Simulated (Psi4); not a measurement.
**SO3 (SMILES O=S(=O)=O): levels of theory compared**

Aim: a comparison of 3 runs (B3LYP/6-31G*, HSE06/6-311+G**) of SO3. 

The results are computed with Psi4 1.11.

1 further run of the same task is left out (it didn't finish).

## Step 1: Starting point

SO3: 4 atoms, total charge 0, spin state singlet. As SMILES, `O=S(=O)=O`. The O1–S2 distance was set to 3.123 Å, away from the relaxed value. At this shape a bond of the SMILES string is far longer than usual.

Bond lengths: S2–O3 1.419 Å, S2–O4 1.419 Å. Angles: O3–S2–O4 120.0°.

## Step 2: A single-point energy at B3LYP/6-31G(d) (spherical functions) (run 1)

Contents of o3s.in:

```
memory 2200 mb

molecule {
  0 1
  O     -4.66285764    -2.84614108     2.23146042
  S      0.00001890    -0.00005669    -0.00007559
  O      2.47353811    -0.61922546     0.83234877
  O     -0.35409688     1.91300755    -1.84654588
  units bohr
  symmetry c1
}

set globals {
  basis 6-31G*
  puream true
  e_convergence 1e-09
  d_convergence 1e-08
  scf_type pk
  dft_radial_points 99
  dft_spherical_points 590
}

e_tot = energy("b3lyp")
print_variables()
```

On the command line:

```bash
$ psi4 -i o3s.in -o o3s.out -n 1
```

o3s.out:

```text
[...]
  Running in c1 symmetry.
[...]
  Nuclear repulsion =  147.737601444456715
[...]
  Multiplicity = 1
[...]
  Nalpha       = 20
  Nbeta        = 20
[...]
    Number of basis functions: 60
[...]
   @RKS iter   1:  -623.17482420623014    6.85473e-02   1.46221e-02 ADIIS/DIIS
[...]
   @RKS iter  14:  -623.54215142014664   -1.47793e-12   5.06116e-09 DIIS
[...]
    Orbital Energies [Eh]
    ---------------------
    Doubly Occupied:
       1A    -89.095390     2A    -19.260478     3A    -19.228192
       4A    -19.228188     5A     -8.147875     6A     -6.111105
       7A     -6.111041     8A     -6.105907     9A     -1.187009
      10A     -1.089780    11A     -0.916749    12A     -0.656593
      13A     -0.525350    14A     -0.520902    15A     -0.516225
      16A     -0.397811    17A     -0.383188    18A     -0.353826
      19A     -0.332694    20A     -0.332590
[...]
  @RKS Final Energy:  -623.54215142014664
   => Energetics <=
    Nuclear Repulsion Energy =            147.7376014444567147
    One-Electron Energy =               -1151.9453063378846309
    Two-Electron Energy =                 422.0961224646081291
    DFT Exchange-Correlation Energy =     -41.4305689913266519
    Empirical Dispersion Energy =           0.0000000000000000
    VV10 Nonlocal Energy =                  0.0000000000000000
    Total Energy =                       -623.5421514201464106
[...]
 Multipole Moments:
 ------------------------------------------------------------------------------------
     Multipole            Electronic (a.u.)      Nuclear  (a.u.)        Total (a.u.)
 ------------------------------------------------------------------------------------
 L = 1.  Multiply by 2.5417464519 to convert [e a0] to [Debye]
 Dipole X            :          0.0106178            0.0045192            0.0151369
 Dipole Y            :          0.0064136            0.0027579            0.0091714
 Dipole Z            :         -0.0051285           -0.0021632           -0.0072917
 Magnitude           :                                                    0.0191418
[...]
```

Wall time 14 s (1 thread of Intel Xeon at 2.50GHz (Skylake/Cascade Lake), shared host); peak memory 0.53 GiB.

## Step 3: A single-point energy at B3LYP/6-31G(d) (Cartesian functions) (run 2)

Contents of o3s.py:

```python
import psi4

psi4.set_memory('2200 MB')
psi4.set_num_threads(1)
psi4.core.set_output_file('psi4.out', False)

molecule = psi4.geometry("""
O
S 1 3.1227
O 2 1.419399 1 119.9992
O 2 1.419405 3 120.00141 1 179.99096
symmetry c1
no_reorient
no_com
""")

options = {'reference': 'rks', 'puream': False, 'e_convergence': 1e-09, 'd_convergence': 1e-08, 'scf_type': 'pk', 'dft_radial_points': 99, 'dft_spherical_points': 590}
psi4.set_options(options)

E, wfn = psi4.energy("b3lyp/6-31G*", molecule=molecule, return_wfn=True)
print(f'total energy {E:.8f} hartree = {E * 27.211386:.5f} eV')
for k, v in sorted(psi4.core.scalar_variables().items()):
    print(f'{k:45s} {v:18.10f}')
```

On the command line:

```bash
$ python o3s.py
```

psi4.out:

```text
[...]
  Running in c1 symmetry.
[...]
  Nuclear repulsion =  147.737601151454868
[...]
  Multiplicity = 1
[...]
  Nalpha       = 20
  Nbeta        = 20
[...]
    Number of basis functions: 64
[...]
   @RKS iter   1:  -623.18649153894262    5.78072e-02   1.37276e-02 ADIIS/DIIS
[...]
   @RKS iter  14:  -623.54895033555738   -1.13687e-12   4.35560e-09 DIIS
[...]
    Orbital Energies [Eh]
    ---------------------
    Doubly Occupied:
       1A    -89.109035     2A    -19.267860     3A    -19.234507
       4A    -19.234502     5A     -8.149845     6A     -6.113629
       7A     -6.113531     8A     -6.108401     9A     -1.187595
      10A     -1.090318    11A     -0.917057    12A     -0.657160
      13A     -0.525742    14A     -0.521419    15A     -0.516925
      16A     -0.398351    17A     -0.383826    18A     -0.354240
      19A     -0.332954    20A     -0.332876
[...]
  @RKS Final Energy:  -623.54895033555738
   => Energetics <=
    Nuclear Repulsion Energy =            147.7376011514548679
    One-Electron Energy =               -1151.8811614066237325
    Two-Electron Energy =                 421.9970891888447113
    DFT Exchange-Correlation Energy =     -41.4024792692332113
    Empirical Dispersion Energy =           0.0000000000000000
    VV10 Nonlocal Energy =                  0.0000000000000000
    Total Energy =                       -623.5489503355573788
[...]
 Multipole Moments:
 ------------------------------------------------------------------------------------
     Multipole            Electronic (a.u.)      Nuclear  (a.u.)        Total (a.u.)
 ------------------------------------------------------------------------------------
 L = 1.  Multiply by 2.5417464519 to convert [e a0] to [Debye]
 Dipole X            :          0.0000800            0.0000007            0.0000806
 Dipole Y            :         -0.0000085           -0.0000000           -0.0000085
 Dipole Z            :          0.0115182            0.0057191            0.0172373
 Magnitude           :                                                    0.0172375
[...]
```

On the terminal:

```text
total energy -623.54895034 hartree = -16967.63118 eV
CURRENT ENERGY                                   -623.5489503356
CURRENT REFERENCE ENERGY                         -623.5489503356
DD SOLVATION ENERGY                                 0.0000000000
DFT FUNCTIONAL TOTAL ENERGY                      -623.5489503356
DFT TOTAL ENERGY                                 -623.5489503356
DFT VV10 ENERGY                                     0.0000000000
DFT XC ENERGY                                     -41.4024792692
GRID ELECTRONS ALPHA                               19.9999994633
GRID ELECTRONS BETA                                19.9999994633
GRID ELECTRONS TOTAL                               39.9999989267
NUCLEAR REPULSION ENERGY                          147.7376011515
ONE-ELECTRON ENERGY                             -1151.8811614066
PCM POLARIZATION ENERGY                             0.0000000000
PE ENERGY                                           0.0000000000
SCF ITERATION ENERGY                             -623.5489503356
SCF ITERATIONS                                     14.0000000000
SCF TOTAL ENERGY                                 -623.5489503356
TWO-ELECTRON ENERGY                               421.9970891888
XC GRID RADIAL POINTS                              99.0000000000
XC GRID SPHERICAL POINTS                          590.0000000000
XC GRID TOTAL POINTS                           222785.0000000000
```

Wall time 14 s (1 thread of Intel Xeon at 2.50GHz (Skylake/Cascade Lake), shared host); peak memory 0.55 GiB.

## Step 4: Energy and forces at HSE06/6-311+G(d,p) (run 3)

Contents of job.json:

```json
{
 "schema_name": "qcschema_input",
 "schema_version": 1,
 "molecule": {
  "schema_name": "qcschema_molecule",
  "schema_version": 2,
  "symbols": ["O", "S", "O", "O"],
  "geometry": [-4.66285764, -2.84614108, 2.23146042, 1.89e-05, -5.669e-05, -7.559e-05, 2.47353811, -0.61922546, 0.83234877, -0.35409688, 1.91300755, -1.84654588],
  "molecular_charge": 0,
  "molecular_multiplicity": 1,
  "fix_symmetry": "c1"
 },
 "driver": "gradient",
 "model": {
  "method": "hse06",
  "basis": "6-311+G**"
 },
 "keywords": {
  "reference": "rks",
  "puream": true,
  "e_convergence": 1e-09,
  "d_convergence": 1e-08,
  "scf_type": "pk",
  "dft_radial_points": 99,
  "dft_spherical_points": 590
 }
}
```

On the command line:

```bash
$ psi4 --qcschema job.json -n 1 --memory 2200MB
```

stdout:

```text
[...]
  Running in c1 symmetry.
[...]
  Nuclear repulsion =  147.737601444456715
[...]
  Multiplicity = 1
[...]
  Nalpha       = 20
  Nbeta        = 20
[...]
    Number of basis functions: 96
[...]
   @RKS iter   1:  -622.92548459798240    7.62126e-02   9.71872e-03 DIIS/ADIIS
[...]
   @RKS iter  14:  -623.29727074470486   -5.34328e-12   4.07091e-09 DIIS
[...]
    Orbital Energies [Eh]
    ---------------------
    Doubly Occupied:
       1A    -89.230579     2A    -19.320545     3A    -19.280605
       4A    -19.280590     5A     -8.195573     6A     -6.130331
       7A     -6.130048     8A     -6.124878     9A     -1.215462
      10A     -1.116373    11A     -0.948606    12A     -0.672168
      13A     -0.538118    14A     -0.535908    15A     -0.530788
      16A     -0.409471    17A     -0.395000    18A     -0.363316
      19A     -0.356776    20A     -0.356540
[...]
  @RKS Final Energy:  -623.29727074470486
   => Energetics <=
    Nuclear Repulsion Energy =            147.7376014444567147
    One-Electron Energy =               -1151.7346761963424342
    Two-Electron Energy =                 419.8973693931284856
    DFT Exchange-Correlation Energy =     -39.1975653859476623
    Empirical Dispersion Energy =           0.0000000000000000
    VV10 Nonlocal Energy =                  0.0000000000000000
    Total Energy =                       -623.2972707447049743
[...]
 Multipole Moments:
 ------------------------------------------------------------------------------------
     Multipole            Electronic (a.u.)      Nuclear  (a.u.)        Total (a.u.)
 ------------------------------------------------------------------------------------
 L = 1.  Multiply by 2.5417464519 to convert [e a0] to [Debye]
 Dipole X            :         -0.0311434            0.0045192           -0.0266243
 Dipole Y            :         -0.0190829            0.0027579           -0.0163250
 Dipole Z            :          0.0148539           -0.0021632            0.0126907
 Magnitude           :                                                    0.0337107
[...]
  -Total Gradient:
     Atom            X                  Y                   Z
    ------   -----------------  -----------------  -----------------
       1       -0.008713010807    -0.005318007510     0.004169991364
       2        0.034806396883     0.021239508090    -0.016647731170
       3       -0.032308765719     0.009282064956    -0.012003463140
       4        0.006210120661    -0.025206858933     0.024483643861
[...]
```

The result, in JSON:

```text
{
 "driver": "gradient",
 "model": {
  "method": "hse06",
  "basis": "6-311+G**"
 },
 "success": true,
 "return_result": [-0.008713010806591794, -0.0053180075099969314, 0.004169991364299669, 0.03480639688315357, 0.021239508090373227, -0.016647731170314595, -0.03230876571948432, 0.009282064955519892, -0.012003463140259782, 0.006210120660759905, -0.025206858932753984, 0.024483643860928106],
 "properties": {
  "calcinfo_nbasis": 96,
  "calcinfo_nmo": 96,
  "calcinfo_nalpha": 20,
  "calcinfo_nbeta": 20,
  "calcinfo_natom": 4,
  "nuclear_repulsion_energy": 147.73760144445671,
  "return_energy": -623.2972707447049,
  "return_gradient": [-0.008713010806591794, -0.0053180075099969314, 0.004169991364299669, 0.03480639688315357, 0.021239508090373227, -0.016647731170314595, -0.03230876571948432, 0.009282064955519892, -0.012003463140259782, 0.006210120660759905, -0.025206858932753984, 0.024483643860928106],
  "scf_one_electron_energy": -1151.7346761963424,
  "scf_two_electron_energy": 419.8973693931285,
  "scf_xc_energy": -39.19756538594766,
  "scf_dipole_moment": [-0.026624255418860265, -0.016325013467550775, 0.0126906799777875],
  "scf_total_energy": -623.2972707447049,
  "scf_total_gradient": [-0.008713010806591794, -0.0053180075099969314, 0.004169991364299669, 0.03480639688315357, 0.021239508090373227, -0.016647731170314595, -0.03230876571948432, 0.009282064955519892, -0.012003463140259782, 0.006210120660759905, -0.025206858932753984, 0.024483643860928106],
  "scf_iterations": 14
 }
}
```

It took 58 s on 1 thread of Intel Xeon at 2.50GHz (Skylake/Cascade Lake), shared host; peak memory 0.9 GiB.

## Step 5: The series

```
run                               level  Cartesian functions      task  energy (Eh)  dipole moment (D)  HOMO energy (eV)  LUMO energy (eV)  wall time
  1  B3LYP/6-31G* (spherical functions)                   no    energy  -623.542151               0.05             -9.05             -6.94       14 s
  2  B3LYP/6-31G* (Cartesian functions)                  yes    energy  -623.548950               0.04             -9.06             -6.95       14 s
  3                     HSE06/6-311+G**                   no  gradient  -623.297271               0.09             -9.70             -7.64       58 s
```

## Step 6: Outcome

```
                       quantity          value
            run 3: total energy  -623.29727 Eh
           run 3: dipole moment         0.09 D
             run 3: HOMO energy       -9.70 eV
             run 3: LUMO energy       -7.64 eV
           run 3: HOMO–LUMO gap        2.06 eV
run 3: largest force on an atom     2.265 eV/Å
```

In words: The dipole moment (its size) runs from 0.04 D (B3LYP/6-31G*) to 0.09 D (HSE06/6-311+G**). The two ends differ in method and basis. The two dipoles point in opposite directions. The HOMO–LUMO gap runs from 2.06 eV (HSE06/6-311+G**) to 2.11 eV (B3LYP/6-31G*). Totals of different functionals can't be ranked against each other. In runs 1, 2, 3 a closed-shell determinant meets a far-stretched bond, which it describes badly. All runs together took 86 s, the longest 58 s.
